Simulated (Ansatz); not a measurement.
Species: O2 (charge 0, triplet). 
Structure (B3LYP-D3(BJ)/def2-TZVP (Ansatz, a quantum-chemistry and plane-wave program) minimum search):
SMILES: O=O
```xyz
2

O      0.0000     0.0000    -0.6021
O      0.0000     0.0000     0.6021
```
Charge 0, spin multiplicity 3.

Basis-set convergence of Hartree-Fock and MP2 correlation energies (hartree) with Ansatz. Correlated levels leave the core frozen unless marked. Open shells are spin-unrestricted. Spin-orbit coupling is left out. Non-relativistic.

| basis | functions | E(HF) | E(corr, MP2) |
|---|---|---|---|
| aug-cc-pVDZ | 46 | -149.64296 | -0.36028 |
| aug-cc-pVTZ | 92 | -149.67873 | -0.44171 |
| aug-cc-pVQZ | 160 | -149.68903 | -0.47113 |

Extrapolating the two largest sets (X = 3 and 4) as X^-3: E(corr) = (64·(-0.47113) - 27·(-0.44171))/37 = -0.4926 Eh, an estimate of the basis-set limit. The largest set recovers 95.6 % of it, the smallest 73.1 %.
